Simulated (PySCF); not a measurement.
Which level of theory gave which numbers?

P3H5.
SMILES: `PPP`

The closed-shell ground state was solved 3 times with PySCF (density fitting, gas phase), always in the pcSseg-2 basis (199 functions), with these functionals: B97-2, KT3 and wB97X-D. The structure is a single PBE0-D3(BJ)/def2-TZVP conformer in the gas phase; no vibrational or solvent corrections.

```tsv
row	total energy (Eh)	HOMO (eV)	LUMO (eV)	dipole (D)
P	-1027.1701	-6.42	-0.52	0.71
Q	-1027.0990	-8.40	1.17	0.74
R	-1034.8463	-5.69	-1.33	0.66
```

Q: Which functional belongs to which row?

A: P = B97-2, Q = wB97X-D, R = KT3. By rising HOMO–LUMO gap: KT3 (GGA) 4.36 eV; B97-2 (global hybrid, 21 % exact exchange) 5.90 eV; wB97X-D (range-separated hybrid) 9.57 eV. Total energies of different functionals aren't bounds to one another; each is stationary for its own functional.

Conformer computed: `[PH2:1][PH:2][PH2:3]`: H–P1–P2–P3 86°, H–P1–P2–P3 178°, H–P3–P2–P1 -88°, H–P3–P2–P1 180°.

The pairwise dispersion term of wB97X-D wasn't added to the energies; at a given geometry it leaves orbitals and properties as they are.
